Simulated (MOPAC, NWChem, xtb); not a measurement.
**A ladder of methods for SiH3Cl (SiClH3)**

The species is SiH3Cl (5 atoms), meant as a singlet with charge 0. As SMILES, `[H][Si]([H])([H])Cl`. Geometry: relaxed at GFN2-xTB.

```xyz
5

Si    0.0003    0.0019   -0.1294
Cl    0.0107   -0.0208    1.8806
H     1.3823    0.0112   -0.5949
H    -0.7007    1.2037   -0.5665
H    -0.6925   -1.1960   -0.5898
```

Each level gives the dipole moment (D). The values are calculated.

```json
{"level": "AM1", "kind": "semi-empirical", "program": "MOPAC", "value (D)": "1.58", "CPU time": "under 2 s"}
{"level": "PM6", "kind": "semi-empirical", "program": "MOPAC", "value (D)": "1.19", "CPU time": "under 2 s"}
{"level": "PM7", "kind": "semi-empirical", "program": "MOPAC", "value (D)": "2.22", "CPU time": "under 2 s"}
{"level": "GFN2-xTB", "kind": "semi-empirical", "program": "xtb", "value (D)": "1.67", "CPU time": "under 2 s"}
{"level": "HF/STO-3G", "kind": "Hartree–Fock", "program": "NWChem", "value (D)": "2.76", "CPU time": "0.97 s"}
{"level": "HF/3-21G", "kind": "Hartree–Fock", "program": "NWChem", "value (D)": "2.69", "CPU time": "1.1 s"}
{"level": "HF/def2-SVP", "kind": "Hartree–Fock", "program": "NWChem", "value (D)": "1.43", "CPU time": "3.1 s"}
{"level": "PW86PBE/STO-6G (DKH3)", "kind": "GGA", "program": "NWChem", "value (D)": "2.36", "CPU time": "27 s"}
{"level": "B3LYP/6-31G* (spherical functions)", "kind": "global hybrid", "program": "NWChem", "value (D)": "1.56", "CPU time": "13 s"}
{"level": "PBE0/def2-SVP", "kind": "global hybrid", "program": "NWChem", "value (D)": "1.25", "CPU time": "9.2 s"}
```

The values span 1.19 to 2.76 D. Magnitudes only. Sets without polarisation functions give poor dipoles. CPU times are rough (shared hosts, several kinds of processor and program).
